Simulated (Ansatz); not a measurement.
**AlH₃+ (doublet): the correlation ladder at distance Al1–H3 = 2.125 Å, cc-pVDZ**

Aim: climb from Hartree-Fock through coupled cluster and multireference methods for AlH₃+ (doublet) at one geometry and basis, and see what each rung misses.

The runs use Ansatz 0.2.0, Gaussian basis; cc-pVDZ, core rule «outside noble gas», up to 5 orbitals frozen.

The runs, in order: UHF; CCSD(T) on ROHF; CCSD(T) on UHF; BCCD(T) on ROHF; CISD; CCSDT(Q) on ROHF; CCSDT(Q) on UHF; CASSCF and MRCISD+Q, 3 electrons in 3 orbitals; CASSCF and NEVPT2, 3 electrons in 3 orbitals; Full CI.

39 further runs of the same task are left out: 20 for a known fault of the program, 14 that didn't finish, 5 set aside as unsound or not needed.

## (1) What is computed

The geometry derives from a PBE0/def2-TZVP stationary point (not a proven minimum). One bond is set to the value named and the two fragments are kept rigid.

4 atoms, charge 1, spin multiplicity 2.

Atoms are counted from 1 here; the program's logs count them from 0.

Bond lengths: Al1–H2 1.560 Å.

## (2) UHF

Input file in.yaml:

```yaml
crystal:
  periodic: [false, false, false]
  atoms:
    - {symbol: Al, position_ang: [0.000000, 0.055088, -0.018855]}
    - {symbol: H, position_ang: [0.000000, 0.224130, -1.570053]}
    - {symbol: H, position_ang: [0.000000, 0.285299, 2.093638]}
    - {symbol: H, position_ang: [0.000000, -1.984084, -0.018855]}
basis:
  gaussian: {orbitals: cc-pVDZ}
total_charge: 1
magnetization: {spin_polarized: true, initial_magnetization: 1}
hamiltonian: {xc: hf}
output: {orbitals: {seedname: orbitals}}
```

Started as:

```sh
> ansatz run in.yaml --threads 1 --pin off --events-out ev --progress --plain --max-ram 2393MiB
```

The runs that follow: CCSD(T) on ROHF; CCSD(T) on UHF; BCCD(T) on ROHF; CISD; CCSDT(Q) on ROHF; CCSDT(Q) on UHF; CASSCF and MRCISD+Q, 3 electrons in 3 orbitals; CASSCF and NEVPT2, 3 electrons in 3 orbitals; Full CI.

Before running them: what should the planned runs give, taken together? Wanted: FCI below the RHF energy; RMP2 from FCI; UMP2 from FCI; RCCSD from FCI; RCCSD(T) from FCI; UCCSD(T) from FCI; RCCSDT(Q) from FCI; UCCSDT(Q) from FCI; NEVPT2 pair from FCI.

**Answer**, as computed:

| quantity | value |
| --- | --- |
| FCI below the RHF energy | -2.3139 eV |
| RMP2 from FCI | +72.3 kJ/mol |
| UMP2 from FCI | +82.2 kJ/mol |
| RCCSD from FCI | +6.7 kJ/mol |
| RCCSD(T) from FCI | +2.5 kJ/mol |
| UCCSD(T) from FCI | +2.5 kJ/mol |
| RCCSDT(Q) from FCI | +0.1 kJ/mol |
| UCCSDT(Q) from FCI | +0.1 kJ/mol |
| NEVPT2 pair from FCI | +47.7 kJ/mol |
| MRCISD+Q pair from FCI | +1.0 kJ/mol |
| levels within 1 kcal/mol (43 meV) | RCCSD(T), UCCSD(T), BCCD(T), RCCSDT, UCCSDT, RCCSDT(Q), UCCSDT(Q), MRCISD+Q pair |
| T1 diagnostic | 0.045 |
| effectively unpaired electrons | 1.11 |

RCCSD(T) misses by +2.5 kJ/mol, 1.1 % of the correlation energy. The occupations are near whole numbers, but T1 = 0.045 shows that the orbitals relax strongly. Of the multireference levels listed MRCISD+Q pair comes nearest in total energy (+1.0 kJ/mol), which doesn't show that its space is the better one. These misses are within one basis, not against nature; the frozen cores of restricted and unrestricted runs differ, which can shift their rows.
